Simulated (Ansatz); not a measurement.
**SiH2 (singlet): from Hartree-Fock to the top rungs at a displaced geometry (v1), cc-pVDZ**

An exercise on one series of results from a longer session: the logs are not shown, and one member is left open.

Computed with Ansatz 0.2.0, Gaussian basis. Level: cc-pVDZ, core rule «outside noble gas», up to 5 orbitals frozen.

The runs, in order: UHF; CCSD(T) on RHF; CCSD(T) on UHF; BCCD(T) on RHF; CISD; CCSDT(Q) on RHF; CCSDT(Q) on UHF; CCSDTQ on RHF; CASSCF and MRCISD+Q, 6 electrons in 6 orbitals; CASSCF and NEVPT4(SD), 6 electrons in 6 orbitals; CASSCF and NEVPT2, 6 electrons in 6 orbitals; Full CI.

20 further runs of the same task are left out: 1 for a mislabelled method, 7 that didn't finish, 12 set aside as unsound or not needed.

### The geometry

The geometry is a PBE0/def2-TZVP stationary point (not a proven minimum) with its atoms shifted at random (size 0.040 Å).

3 atoms, charge 0, spin multiplicity 1.

Atoms are counted from 1 here; the program's logs count them from 0.

Bond lengths: Si1–H2 1.522 Å, Si1–H3 1.520 Å. Angles: H2–Si1–H3 89.4°.

Set-up of the first run:

in.yaml

```yaml
crystal:
  periodic: [false, false, false]
  atoms:
    - {symbol: Si, position_ang: [-0.001550, -0.072382, 0.002174]}
    - {symbol: H, position_ang: [-0.002383, 0.978779, -1.098991]}
    - {symbol: H, position_ang: [0.045581, 1.038089, 1.038420]}
basis:
  gaussian: {orbitals: cc-pVDZ}
magnetization: {spin_polarized: true, initial_magnetization: 0}
hamiltonian: {xc: hf}
output: {orbitals: {seedname: orbitals}}
```

Launch:

```bash
$ ansatz run in.yaml --threads 1 --pin off --events-out ev --progress --plain --max-ram 2393MiB
```

Among the steps run: UHF; CCSD(T) on RHF; CCSD(T) on UHF; BCCD(T) on RHF; CISD; CCSDT(Q) on RHF; CCSDT(Q) on UHF; CCSDTQ on RHF; CASSCF and MRCISD+Q, 6 electrons in 6 orbitals; CASSCF and NEVPT4(SD), 6 electrons in 6 orbitals; CASSCF and NEVPT2, 6 electrons in 6 orbitals; Full CI.

One of the session's tables, all rows but one given; the rest of the session is left out.

```
            method  from FCI (meV)
               RHF         +3262.4
               UHF         +3181.1
              RMP2               ?
              CISD          +219.9
             RCCSD           +80.6
          RCCSD(T)           +19.5
           BCCD(T)           +19.4
            RCCSDT            +3.1
         RCCSDT(Q)            +0.6
           RCCSDTQ             0.0
    CASSCF valence         +1920.4
    NEVPT2 valence          +627.0
NEVPT4(SD) valence          +109.1
    MRCISD valence           +87.3
  MRCISD+Q valence           +11.3
               FCI               0
```

Estimate the missing values for RMP2.

**Answer.** from FCI (meV): +855.2. In the column «from FCI (meV)» it lies between NEVPT2 valence (+627.0) and CASSCF valence (+1920.4).

Not comparable, so not listed: CCSD(T) on UHF; CCSDT(Q) on UHF (they don't share determinant, frozen orbitals or solution with the rows shown, or repeat one).
